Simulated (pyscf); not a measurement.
# Routes from `[OH][SiH3]` + `[OH][AsH2]`

Candidate steps break at most two bonds and form at most two. Each was searched with GFN2-xTB (tblite) first. Structures and frequencies: ωB97X-D3(BJ)/def2-SVP in PySCF. Energies: ωB97M-D3(BJ)/def2-TZVP, kJ/mol, from the separated reactants, singlet surface; ΔG‡ with ideal gas, 1 atm, RRHO with modes under 100 cm⁻¹ raised to 100, one conformer, R ln 2 for chiral ones without a mode under 150 cm⁻¹.

```json
[
 {"products": "H₃Si–O–AsH₂ + H₂O", "type": "four-centre exchange (H–O, O–Si broken, O–Si, H–O formed)", "ΔE‡": "90.9", "ΔE": "-9.7", "ΔG‡ 298 K": "135.7", "ΔG‡ 900 K": "233.0", "ν‡ (cm⁻¹)": "882i"},
 {"products": "H₃Si–O–AsH₂ + H₂O", "type": "four-centre exchange (As–O, H–O broken, As–O, H–O formed)", "ΔE‡": "116.3", "ΔE": "-9.7", "ΔG‡ 298 K": "164.7", "ΔG‡ 900 K": "263.4", "ν‡ (cm⁻¹)": "445i"},
 {"products": "HO–AsH–OH + SiH₄", "type": "four-centre exchange", "ΔE‡": "219.3", "ΔE": "+64.6", "ΔG‡ 298 K": "270.6", "ΔG‡ 900 K": "371.9", "ν‡ (cm⁻¹)": "484i"}
]
```

Row 1: On the reactant side the descent ends in a complex (not fully relaxed), 22.9 kJ/mol under the separated species and 110.2 kJ/mol under the saddle at ωB97X-D3(BJ)/def2-TZVP. On the product side the descent ends in a complex, 18.6 kJ/mol under the separated species and 122.5 kJ/mol under the saddle at ωB97X-D3(BJ)/def2-TZVP. Row 2: On the reactant side the descent ends in a complex (not fully relaxed), 29.1 kJ/mol under the separated species and 143.7 kJ/mol under the saddle at ωB97X-D3(BJ)/def2-TZVP. On the product side the descent ends in a complex, 20.4 kJ/mol under the separated species and 151.6 kJ/mol under the saddle at ωB97X-D3(BJ)/def2-TZVP. Row 3: On the reactant side the descent ends in a complex (not fully relaxed), 18.9 kJ/mol under the separated species and 234.4 kJ/mol under the saddle at ωB97X-D3(BJ)/def2-TZVP. 

Plain bond fissions and candidates not yet searched are not listed, and one of them may be faster. Each barrier is that of the saddle found; lower ones may exist. Elements up to Kr have no core potential and no relativistic terms here.
